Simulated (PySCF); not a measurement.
Bond stretch in SMILES CS (CH4S). The C1–S5 bond (C1 also carries H, H, H; S5 carries H) is varied alone, starting from the PBE0/def2-TZVP optimised geometry.

Levels: UMP2/6-31G* = unrestricted MP2 (frozen core)/6-31G*, spherical d run with PySCF; RHF/cc-pVDZ (PySCF); RCCSD(T) = CCSD(T) on RHF/cc-pVDZ, 6 core orbitals frozen (PySCF); UCCSD(T) = PySCF 2.14.0 with CCSD(T) on UHF/cc-pVDZ, 6 core orbitals frozen.

Energies relative to the lowest point of each curve near equilibrium, in kcal/mol:

```tsv
R / Å	UMP2/6-31G*	RHF	RCCSD(T)
1.54	31.3	32.9	34.1
1.62	13.8	14.6	15.6
1.81	0.0	0.0	0.1
1.97	4.8	4.5	3.4
2.10	13.6	13.3	10.9
2.46	54.7	45.2	36.8
2.68	68.5	64.6	50.5
3.23	79.7	104.8	69.0
3.61	81.7	125.5	70.1
4.01	82.5	142.2	65.9
4.41	82.9	154.7	60.5
5.40	83.2	172.3	52.0
```

### Question
What does UCCSD(T) give at the same points?

### Answer
1.54: 34.1; 1.62: 15.6; 1.81: 0.1; 1.97: 3.4; 2.10: 10.9; 2.46: 38.1; 2.68: 53.8; 3.23: 73.7; 3.61: 76.6; 4.01: 77.5; 4.41: 77.9; 5.40: 78.2 (kcal/mol).

The unrestricted determinant behind UMP2/6-31G*, UCCSD(T) is spin-contaminated at 2.46 to 6.26 Å (<S²> up to 1.0, against 0.00 for a pure singlet). The restricted form behind RHF keeps the bonding electrons paired and can't separate into open-shell fragments. The T1 diagnostic of CCSD on the restricted reference of RCCSD(T) exceeds 0.045 at 3.23 to 6.26 Å.
